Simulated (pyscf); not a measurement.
F–N•–F + hydrogen (H₂) -> hydrogen fluoride (HF) + :N–F [triplet] + H atom (H•), a concerted fragmentation (doublet surface; F–N, H–H broken, F–H formed). Structures and frequencies: ωB97X-D3(BJ)/def2-SVP in PySCF. Energies in kcal/mol from the separated reactants.

Small-basis levels: PySCF, no dispersion term, spherical d functions. AM1 to PM7: differences of heats of formation from MOPAC, which are fitted to 298 K values and so differ in kind from electronic energies by zero-point and thermal terms. GFN2-xTB: tblite. Open shells are spin-unrestricted. 

```
level                   barrier  reaction energy
----------------------  -------  ---------------
HF/STO-3G                  50.8            +54.2
MP2/6-31G*                 70.9            +32.8
M06-2X/6-31G*              63.3            +45.6
GFN2-xTB                   54.4            +49.0
AM1                         ___            +34.8
PM3                        57.0            +44.4
PM6                         ___            +62.1
ωB97M-D3(BJ)/def2-TZVP      ___            +39.2
```

### Question
What belongs in the gaps?

### Answer

- AM1, barrier: 86.1
- PM6, barrier: 63.5
- ωB97M-D3(BJ)/def2-TZVP, barrier: 59.5

Against the last row the barrier runs from -8.6 (HF/STO-3G) to +26.6 kcal/mol (AM1). At HF/STO-3G this geometry lies under one side, so the entry may be no barrier of that level: it is a single point on another level's saddle. ωB97M-D3(BJ)/def2-TZVP has limits of its own. The same reactants have a lower exit, to F–NH–F + H• (barrier +33.4 kcal/mol at ωB97M-D3(BJ)/def2-TZVP, against +59.5 kcal/mol here). This is the saddle that the search found; another between the same sides may lie lower. An unrestricted DFT solution here is markedly spin-contaminated.
